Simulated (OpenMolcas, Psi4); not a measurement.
## How methods differ on HBS (hydrogen boron sulfide)

The species is HBS (3 atoms), meant as a singlet with charge 0. As SMILES, `B=S`. Geometry: relaxed at PBE0-D4/def2-TZVP.

```xyz
3

B    -0.0387   -0.0146    0.1348
S     0.3992    0.1476   -1.3933
H    -0.3605   -0.1331    1.2585
```

Quantity: the dipole moment, in D. The values are calculated.

Task: The value from experiment is 1.30 D (NIST CCCBDB). From what is known of these methods, estimate their order from the nearest to it to the farthest.
A. TPSS/def2-TZVPPD (OpenMolcas)
B. PBE/def2-TZVPPD (OpenMolcas)
C. PBE0/def2-TZVPPD (Psi4)
D. wB97X/def2-TZVPPD (Psi4)
E. M06-2X/def2-TZVPPD (Psi4)

Result: A (1.34 D, +0.04), B (1.23 D, -0.07), C (1.43 D, +0.13), E (1.48 D, +0.18), D (1.60 D, +0.30).
